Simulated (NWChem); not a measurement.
All runs are NWChem calculations. System: C3H4, charge 1, spin multiplicity 2, at the geometry of a parent with another charge or spin, in a state set for the comparison that need not be this species' ground state. Its SCF solution wasn't tested for a lower state. Level: UB3LYP/def2-SVPD, VWN1-RPA local correlation.

Part of the output:

```
             Northwest Computational Chemistry Package (NWChem) 7.3.0
             --------------------------------------------------------

                                NWChem Input Module
                                -------------------

 Scaling coordinates for geometry "geometry" by  1.889725989
 (inverse scale =  0.529177249)

 Turning off AUTOSYM since
 SYMMETRY directive was detected!

                             Geometry "geometry" -> ""
                             -------------------------

 Output coordinates in angstroms (scale by  1.889725989 to convert to a.u.)

  No.       Tag          Charge          X              Y              Z
 ---- ---------------- ---------- -------------- -------------- --------------
    1 C                    6.0000     1.22339800    -0.19597400     0.00000000
    2 C                    6.0000    -0.21160800     0.03533900     0.00000000
    3 C                    6.0000    -1.40741700     0.22524900     0.00000000
    4 H                    1.0000     1.44914200    -1.27366000     0.00000000
    5 H                    1.0000     1.69660600     0.24757400     0.88975000
    6 H                    1.0000     1.69660600     0.24757400    -0.88975000
    7 H                    1.0000    -2.46859400     0.39082500     0.00000000

 Effective nuclear repulsion energy (a.u.)      58.5542181740

            Nuclear Dipole moment (a.u.)
            ----------------------------
        X                 Y               Z
 ---------------- ---------------- ----------------
    -0.0000037795    -0.0000056692     0.0000000000

      Symmetry information
      --------------------

 Group name             Cs
 Group number              2
 Group order               2
 No. of unique centers     6

      Symmetry unique atoms

     1    2    3    4    5    7


 Summary of "ao basis" -> "" (spherical)
 ------------------------------------------------------------------------------
       Tag                 Description            Shells   Functions and Types
 ---------------- ------------------------------  ------  ---------------------
 *                         def2-svpd                  on all atoms

                                 NWChem DFT Module
                                 -----------------

 Summary of "ao basis" -> "ao basis" (spherical)
 ------------------------------------------------------------------------------
       Tag                 Description            Shells   Functions and Types
 ---------------- ------------------------------  ------  ---------------------
 C                         def2-svpd                 8       20   4s2p2d
 H                         def2-svpd                 4        8   2s2p

 Summary of "ao basis" -> "ao basis" (spherical)
 ------------------------------------------------------------------------------
       Tag                 Description            Shells   Functions and Types
 ---------------- ------------------------------  ------  ---------------------
 C                         def2-svpd                 8       20   4s2p2d
 H                         def2-svpd                 4        8   2s2p

      Symmetry analysis of basis
      --------------------------

        a'         62
        a"         30

            General Information
            -------------------
          SCF calculation type: DFT
          Wavefunction type:  spin polarized.
          No. of atoms     :     7
          No. of electrons :    21
           Alpha electrons :    11
            Beta electrons :    10
          Charge           :     1
          Spin multiplicity:     2
          Use of symmetry is: on ; symmetry adaption is: on
          Maximum number of iterations: 100
          AO basis - number of functions:    92
                     number of shells:    40
          Convergence on energy requested:  1.00D-06
          Convergence on density requested:  1.00D-05
          Convergence on gradient requested:  5.00D-04

              XC Information
              --------------
                         B3LYP Method XC Potential
                     Hartree-Fock (Exact) Exchange  0.200
                        Slater Exchange Functional  0.800 local
                    Becke 1988 Exchange Functional  0.720 non-local
[...]
    70      0.530841  5 H  s                 78      0.530841  6 H  s

                     DFT Final Beta Molecular Orbital Analysis
                     -----------------------------------------

 Vector    8  Occ=1.000000D+00  E=-6.773667D-01  Symmetry=a"
              MO Center=  9.3D-01,  7.6D-03,  6.4D-17, r^2= 1.7D+00
   Bfn.  Coefficient  Atom+Function         Bfn.  Coefficient  Atom+Function
  ----- ------------  ---------------      ----- ------------  ---------------
     7      0.418021  1 C  pz                27      0.263068  2 C  pz
    69      0.261776  5 H  s                 77     -0.261776  6 H  s
    10      0.156212  1 C  pz                30      0.153681  2 C  pz
    47      0.154316  3 C  pz                50      0.059452  3 C  pz
    39     -0.026731  2 C  d  1

 Vector    9  Occ=1.000000D+00  E=-6.691482D-01  Symmetry=a'
              MO Center=  1.1D+00, -3.4D-01,  2.5D-15, r^2= 1.5D+00
   Bfn.  Coefficient  Atom+Function         Bfn.  Coefficient  Atom+Function
  ----- ------------  ---------------      ----- ------------  ---------------
     6      0.433291  1 C  py                61     -0.322691  4 H  s
    26      0.204207  2 C  py                 9      0.168848  1 C  py
    69      0.166011  5 H  s                 77      0.166011  6 H  s
    29      0.133318  2 C  py                46      0.084930  3 C  py
     5      0.076507  1 C  px                 8      0.033870  1 C  px

 Vector   10  Occ=1.000000D+00  E=-5.677868D-01  Symmetry=a"
              MO Center= -3.8D-01,  1.2D-01,  7.1D-16, r^2= 2.3D+00
   Bfn.  Coefficient  Atom+Function         Bfn.  Coefficient  Atom+Function
  ----- ------------  ---------------      ----- ------------  ---------------
    47      0.442583  3 C  pz                27      0.377480  2 C  pz
     7     -0.221513  1 C  pz                50      0.212285  3 C  pz
    69     -0.180457  5 H  s                 77      0.180457  6 H  s
    30      0.174803  2 C  pz                70     -0.100604  5 H  s
    78      0.100604  6 H  s                 10     -0.083809  1 C  pz

 Vector   11  Occ=0.000000D+00  E=-4.823871D-01  Symmetry=a'
              MO Center= -5.7D-01,  5.3D-02, -5.9D-16, r^2= 2.0D+00
   Bfn.  Coefficient  Atom+Function         Bfn.  Coefficient  Atom+Function
  ----- ------------  ---------------      ----- ------------  ---------------
    46      0.422364  3 C  py                26      0.398336  2 C  py
    29      0.211110  2 C  py                49      0.203523  3 C  py
    61      0.175532  4 H  s                  6     -0.156656  1 C  py
    62      0.091808  4 H  s                 69     -0.088341  5 H  s
    77     -0.088341  6 H  s                 45      0.065996  3 C  px

 Vector   12  Occ=0.000000D+00  E=-2.361026D-01  Symmetry=a"
              MO Center= -6.7D-01,  1.4D-01, -4.4D-15, r^2= 2.6D+00
   Bfn.  Coefficient  Atom+Function         Bfn.  Coefficient  Atom+Function
  ----- ------------  ---------------      ----- ------------  ---------------
    27      0.490835  2 C  pz                30      0.492991  2 C  pz
    47     -0.453147  3 C  pz                50     -0.439436  3 C  pz
    70     -0.286455  5 H  s                 78      0.286455  6 H  s
    69     -0.154845  5 H  s                 77      0.154845  6 H  s
    92     -0.141695  7 H  pz                10      0.067229  1 C  pz

 Vector   13  Occ=0.000000D+00  E=-2.163410D-01  Symmetry=a'
              MO Center= -6.9D-01,  6.9D-02, -2.4D-16, r^2= 2.8D+00
   Bfn.  Coefficient  Atom+Function         Bfn.  Coefficient  Atom+Function
  ----- ------------  ---------------      ----- ------------  ---------------
    29      0.477132  2 C  py                26      0.451699  2 C  py
    46     -0.426453  3 C  py                49     -0.411583  3 C  py
    62      0.374349  4 H  s                 70     -0.194915  5 H  s
    78     -0.194915  6 H  s                 61      0.186548  4 H  s
    91     -0.160462  7 H  py                69     -0.092502  5 H  s

   alpha - beta orbital overlaps
   -----------------------------

   alpha      1      2      3      4      5      6      7      8      9     10
    beta      1      2      3      4      5      6      7      9      8     11
 overlap   1.000  1.000  1.000  0.991  0.991  1.000  0.998  0.963  1.000  0.964

   alpha     11     12     13     14     15     16     17     18     19     20
    beta     10     13     12     14     15     16     17     18     19     21
 overlap   0.999  0.994  1.000  0.999  0.993  0.994  0.998  1.000  0.976  0.975

   alpha     21     22     23     24     25     26     27     28     29     30
    beta     20     22     24     23     26     25     28     27     29     30
 overlap   1.000  0.991  0.990  1.000  0.995  0.999  0.993  1.000  0.998  0.996

   alpha     31     32     33     34     35     36     37     38     39     40
    beta     31     32     33     34     35     36     38     37     39     40
 overlap   1.000  0.997  0.999  1.000  0.998  0.996  0.996  1.000  0.997  1.000

   alpha     41     42     43     44     45     46     47     48     49     50
    beta     41     43     42     44     46     45     47     48     49     51
 overlap   0.998  0.983  1.000  0.997  0.985  1.000  0.998  1.000  1.000  0.996

   alpha     51     52     53     54     55     56     57     58     59     60
    beta     50     52     53     55     54     58     56     57     59     60
 overlap   1.000  0.999  0.803  0.794  0.999  0.980  0.994  0.999  0.998  0.998

   alpha     61     62     63     64     65     66     67     68     69     70
    beta     61     63     62     64     66     65     68     67     69     70
 overlap   0.999  0.999  1.000  1.000  0.998  1.000  0.999  1.000  0.962  0.999

   alpha     71     72     73     74     75     76     77     78     79     80
    beta     71     72     73     74     75     76     78     77     79     81
 overlap   0.961  1.000  0.999  1.000  0.970  0.961  0.970  0.961  0.999  0.999

   alpha     81     82     83     84     85     86     87     88     89     90
    beta     80     82     83     85     84     86     88     87     89     90
 overlap   1.000  0.999  1.000  0.999  1.000  1.000  0.999  1.000  0.991  1.000

   alpha     91     92
    beta     91     92
 overlap   0.992  1.000

     --------------------------
     Expectation value of S2:
     --------------------------
      <S2> =      0.7519 (Exact =     0.7500)

 center of mass
 --------------
 x =  -0.11117956 y =   0.01815774 z =   0.00000000

 moments of inertia (a.u.)
 ------------------
          16.387945386801          31.190524262505           0.000000000000
          31.190524262505         206.353423907419           0.000000000000
           0.000000000000           0.000000000000         211.344678029344

     Multipole analysis of the density
     ---------------------------------

     L   x y z        total         alpha         beta         nuclear
     -   - - -        -----         -----         ----         -------
     0   0 0 0      1.000000    -11.000000    -10.000000     22.000000

     1   1 0 0     -0.369955      0.416459     -0.786410     -0.000004
     1   0 1 0      0.017667     -0.048198      0.065871     -0.000006
     1   0 0 1     -0.000000      0.000000     -0.000000      0.000000

     2   2 0 0     -1.469940    -65.854907    -60.904868    125.289835
     2   1 1 0     -1.703951      9.086387      8.336069    -19.126407
     2   1 0 1     -0.000000     -0.000000     -0.000000      0.000000
     2   0 2 0    -10.830948    -10.862064     -8.681889      8.713005
     2   0 1 1     -0.000000     -0.000000      0.000000      0.000000
     2   0 0 2    -12.406056     -9.333141     -8.727017      5.654102

 Task  times  cpu:        6.2s     wall:        6.2s

 Total times  cpu:        6.2s     wall:        6.2s
```

**Question.** Write an NWChem input that would produce this output.

**Answer.** This is not unique; one that fits is 
```
start mol
memory heap 200 mb stack 900 mb global 1100 mb
charge 1
geometry units angstroms nocenter noautoz
  C      1.223398    -0.195974     0.000000
  C     -0.211608     0.035339     0.000000
  C     -1.407417     0.225249     0.000000
  H      1.449142    -1.273660     0.000000
  H      1.696606     0.247574     0.889750
  H      1.696606     0.247574    -0.889750
  H     -2.468594     0.390825     0.000000
  symmetry group Cs
end
basis spherical
  * library def2-svpd
end
dft
  xc b3lyp
  odft
  mult 2
  semidirect memsize 60000000 filesize 0
  iterations 100
end
task dft energy
```
